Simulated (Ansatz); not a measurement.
# B2 (singlet): wB97M-V, HSE06 over a scan of the distance B1–B2, cc-pVDZ

How well do these functionals follow the top wave-function level for B2 (singlet) over a scan of the distance B1–B2?

Method: cc-pVDZ, all electrons in the functionals; program: Ansatz 0.2.0, Gaussian basis.

The runs, in order: wB97M-V, HSE06, at 1.315 Å; 1.507 Å; 1.641 Å; 1.792 Å; 1.981 Å; 2.265 Å; 2.684 Å; 3.031 Å; 3.555 Å; 4.336 Å; 5.481 Å.

29 further runs of the same task are left out: 6 for a known fault of the program, 19 that didn't finish, 4 set aside as unsound or not needed.

**1. The geometry**

The geometry derives from a PBE0/def2-TZVP stationary point (not a proven minimum). One bond is set to the value named and the two fragments are kept rigid.

2 atoms, charge 0, spin multiplicity 1.

Atoms are counted from 1 here; the program's logs count them from 0.

Bond lengths: B1–B2 1.641 Å.

No dispersion term is added; wB97M-V holds VV10 nonlocal correlation. HSE06 is the plane-wave form.

The geometry shown and the zero of energy belong to the point 1.641 Å. The yardstick, FCI, and other wave-function levels (R restricted, U unrestricted, valence and pair active spaces) come from earlier runs.

**2. wB97M-V, 1.315 Å**

Contents of in.yaml:

```yaml
crystal:
  periodic: [false, false, false]
  atoms:
    - {symbol: B, position_ang: [0.000000, 0.000000, 0.000000]}
    - {symbol: B, position_ang: [0.000000, 0.000000, 1.315000]}
basis:
  gaussian: {orbitals: cc-pVDZ}
magnetization: {spin_polarized: true, initial_magnetization: 0}
hamiltonian: {xc: {name: wB97M-V}}
output: {forces: true, orbitals: {seedname: orbitals}}
```

Run with:

```console
ansatz run in.yaml --threads 1 --pin off --events-out ev --progress --plain --max-ram 2393MiB
```

The runs that follow: wB97M-V, 1.507 Å; wB97M-V, 1.641 Å; wB97M-V, 1.792 Å; wB97M-V, 1.981 Å; wB97M-V, 2.265 Å; wB97M-V, 2.684 Å; wB97M-V, 3.031 Å; wB97M-V, 3.555 Å; wB97M-V, 4.336 Å; wB97M-V, 5.481 Å; HSE06, 1.315 Å; HSE06, 1.507 Å; HSE06, 1.641 Å; HSE06, 1.792 Å; HSE06, 1.981 Å; HSE06, 2.265 Å; HSE06, 2.684 Å; HSE06, 3.031 Å; HSE06, 3.555 Å; HSE06, 4.336 Å; HSE06, 5.481 Å.

**Question.** What will the summary of the whole plan be? Wanted: span of the FCI curve; largest miss, wB97M-V; largest miss, HSE06.

**Answer**, as computed:

| quantity | value |
| --- | --- |
| span of the FCI curve | 46.0 kcal/mol |
| largest miss, wB97M-V | -13.6 kcal/mol (1.315 Å) |
| largest miss, HSE06 | +21.0 kcal/mol (3.555 Å) |

In words: Of the functionals, wB97M-V keep the smallest largest miss at the points compared (at most 13.6 kcal/mol) and HSE06 strays most (21.0 kcal/mol, at 3.555 Å). wB97M-V, HSE06 clearly break the spin symmetry at some points (⟨S²⟩ up to 1.84 above the pure value), so energy there is bought with a mixed spin. Functionals and the yardstick converge differently with the basis, so part of each miss in cc-pVDZ is the basis.
